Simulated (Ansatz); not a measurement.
Reaction (SMILES): S=C=S → C atom + 2 S atom
B3LYP-D3(BJ)/def2-TZVP geometries, fixed; electronic energies without zero-point terms.

Energies in hartree at MP2 with Ansatz (a program for electronic structure); the atomisation energy is their sum with the coefficients shown, times 627.509 kcal/mol a hartree. All functions are spherical. Cores are frozen. Open shells are unrestricted. No added dispersion term, no relativity.

```csv
species,coefficient,part,cc-pV(D+d)Z,cc-pV(T+d)Z,cc-pV(Q+d)Z
S=C=S,-1,Hartree-Fock,-832.93554,-832.97161,-832.98064
S=C=S,-1,correlation,-0.39598,-0.49457,-0.53211
C atom,+1,Hartree-Fock,-37.68654,-37.69157,-37.69331
C atom,+1,correlation,-0.05176,-0.06692,-0.07206
S atom,+2,Hartree-Fock,-397.49702,-397.50938,-397.51264
S atom,+2,correlation,-0.08551,-0.11680,-0.12763
```

Problem. Predict the atomisation energy in cc-pV(5+d)Z (X = 5): let each Hartree-Fock step shrink by the ratio of the last two, and fit each correlation energy at X = 3 and 4 to E + A/X^3. Compare with the run.

Solution. 
- S=C=S: steps -0.03607 and -0.00903, ratio 0.250, so Hartree-Fock -832.98290 (run: -832.98227); A = (-0.49457 - (-0.53211))/(1/27 - 1/64) = 1.7532, correlation -0.53211 - A/64 + A/125 = -0.54548 (run: -0.54842).
- C atom: steps -0.00503 and -0.00174, ratio 0.346, so Hartree-Fock -37.69391 (run: -37.69368); A = (-0.06692 - (-0.07206))/(1/27 - 1/64) = 0.2401, correlation -0.07206 - A/64 + A/125 = -0.07389 (run: -0.07415).
- S atom: steps -0.01236 and -0.00326, ratio 0.264, so Hartree-Fock -397.51350 (run: -397.51318); A = (-0.11680 - (-0.12763))/(1/27 - 1/64) = 0.5058, correlation -0.12763 - A/64 + A/125 = -0.13149 (run: -0.13243).
Predicted 295.31 kcal/mol; the run in cc-pV(5+d)Z gives 295.96, a miss of -0.65. Keeping the value in cc-pV(Q+d)Z, 292.95, would miss by -3.01. All sums are of the energies as printed.
